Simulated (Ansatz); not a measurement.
Geometry optimisation, Ansatz 0.2.0, UKS PBE0-D4/def2-SVP.

Input:

```yaml
crystal:
  periodic: [false, false, false]
  atoms:
    - { symbol: Si, position_ang: [0.0, 0.0, 0.0] }
    - { symbol: H, position_ang: [0.0, 0.0, 1.71] }
    - { symbol: H, position_ang: [1.3768, 0.0, -0.4862] }
    - { symbol: H, position_ang: [-0.6877, 1.1914, -0.4862] }
    - { symbol: H, position_ang: [-0.6877, -1.1914, -0.4862] }
    - { symbol: F, position_ang: [0.0, 0.0, 2.93] }
magnetization:
  spin_polarized: true
  initial_magnetization: 1
basis:
  gaussian: { orbitals: def2-SVP }
hamiltonian:
  xc: pbe0
  dispersion: d4
relax:
  f_tol: 0.15
  max_steps: 25
  restrain:
    - { distance: [1, 5], at: 0.92, k: 30.0 }
    - { distance: [0, 1], at: 2.66, k: 30.0 }
```

Run as:

```bash
$ ansatz run input.yaml --threads 1 --pin off --max-ram 2048MiB --backend cpu --events-out ev --progress --plain --runs-dir out
```

Where does it end, and by what steps?

The run converged. The restraints hold the end off the free minimum; the threshold counts their pulls, which the force column leaves out. Restrained pairs: H2–F6 (1.22 → 0.92 Å), Si1–H2 (1.71 → 2.66 Å). After 6 steps the energy has fallen by 0.902 eV (the restraints' own energy left out); H2 moved furthest, 0.65 Å.

| step | energy less start (eV) | largest force component (eV/Å) | accepted |
| --- | --- | --- | --- |
| 0 | 0.0000 | 2.616 | yes |
| 1 | -0.5939 | 2.903 | yes |
| 2 | -0.4233 | 7.312 | yes |
| 3 | -0.7634 | 0.666 | yes |
| 4 | -0.8904 | 0.210 | yes |
| 5 | -0.8442 | 0.888 | no |
| 6 | -0.9018 | 0.134 | yes |

```xyz
6
Properties=species:S:1:pos:R:3
Si 0.000 0.000 -0.304
H -0.001 0.000 2.355
H 1.432 0.000 -0.716
H -0.715 1.240 -0.717
H -0.715 -1.240 -0.717
F 0.001 0.000 3.280
```

Run time: 11 s on 1 thread of Arm Neoverse V2, on a shared host, peak memory 0.12 GiB.
